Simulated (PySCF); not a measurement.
C₂H₃O, SMILES C[C]=O, multiplicity 2. Atoms are numbered in the order given.

```xyz
6

C     -0.0974    -1.1612     0.0000
C      0.4240     0.2420     0.0000
O     -0.1700     1.2563     0.0000
H      0.2956    -1.6772    -0.8781
H      0.2956    -1.6772     0.8781
H     -1.1910    -1.1804     0.0000
```
Charge 0, spin multiplicity 2.

Coordinates come from a PBE0-D3(BJ)/def2-TZVP optimisation. The isomer is the one that the SMILES or the coordinates give; other isomers of the formula were not compared.

All values below come from PBE/pcH-1 (PySCF).

Unrestricted Kohn–Sham, ⟨S²⟩ = 0.752. Hyperfine tensors hold the contact and dipolar terms, without spin-orbit corrections.

Computed hyperfine couplings:
```json
[
 {"nucleus": "13C no. 1", "A(iso) (MHz)": "179.4", "A(iso) (G)": "64.0", "dipolar principal values (MHz)": "-13.5, -12.8, 26.3"},
 {"nucleus": "13C no. 2", "A(iso) (MHz)": "345.4", "A(iso) (G)": "123.2", "dipolar principal values (MHz)": "-47.1, -45.8, 92.9"},
 {"nucleus": "17O no. 3", "A(iso) (MHz)": "-28.8", "A(iso) (G)": "-10.3", "dipolar principal values (MHz)": "-104.5, 48.3, 56.3"},
 {"nucleus": "1H no. 4", "A(iso) (MHz)": "-8.4", "A(iso) (G)": "-3.0", "dipolar principal values (MHz)": "-9.0, -5.5, 14.6"},
 {"nucleus": "1H no. 5", "A(iso) (MHz)": "-8.4", "A(iso) (G)": "-3.0", "dipolar principal values (MHz)": "-9.0, -5.5, 14.6"},
 {"nucleus": "1H no. 6", "A(iso) (MHz)": "56.4", "A(iso) (G)": "20.1", "dipolar principal values (MHz)": "-8.6, -1.9, 10.5"}
]
```

Problem. And the g tensor (effective nuclear charges for spin-orbit coupling, GIAO)? (The exact figures need the calculation; the answer reports its results.)

Solution. principal values 1.9947, 2.0020, 2.0046; isotropic 2.0004.
